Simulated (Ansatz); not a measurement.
For zinc-blende InP, PBE in Ansatz (plane waves, PAW) gives:

- band gap at the measured cell = 0.69 eV
- elastic constant C11 = 87.0 GPa
- elastic constant C44 = 41.4 GPa
- Voigt–Reuss–Hill shear modulus = 31.3 GPa

**Question.** What does r²SCAN0 (plane waves, PAW; Ansatz, a quantum-chemistry and plane-wave program) give for the same quantities?

**Answer.** 
- band gap at the measured cell: 2.31 eV (goes up by 1.62 eV)
- elastic constant C11: 108 GPa (goes up by 24 %)
- elastic constant C44: 50.0 GPa (goes up by 21 %)
- Voigt–Reuss–Hill shear modulus: 37.6 GPa (rises by 20 %)

For comparison: band gap 1.47 eV (measured, zero-point renormalisation of 0.05 eV added back here (the table's ZPR column); inputs from Chen et al. (2018), doi:10.1103/physrevmaterials.2.073803); elastic constant C11 101 GPa (measured, temperature not stated, not corrected to a static lattice; as tabulated in Oses et al. (2018), arXiv:1811.08464); elastic constant C44 45.6 GPa (measured, temperature not stated, no zero-point or thermal correction; as tabulated in Oses et al. (2018), arXiv:1811.08464).

Changes are worked out from the printed values.

Unless a cell is named, each level is at its own relaxed cell.

Levels without +SOC have no spin–orbit coupling; where heavier elements are present it shifts gaps, mostly down, and can invert bands. Density-functional gaps are differences of (generalised) Kohn–Sham levels.

Ansatz's density-functional and Hartree–Fock values are scalar-relativistic unless marked +SOC, with PAW data made under PBE.
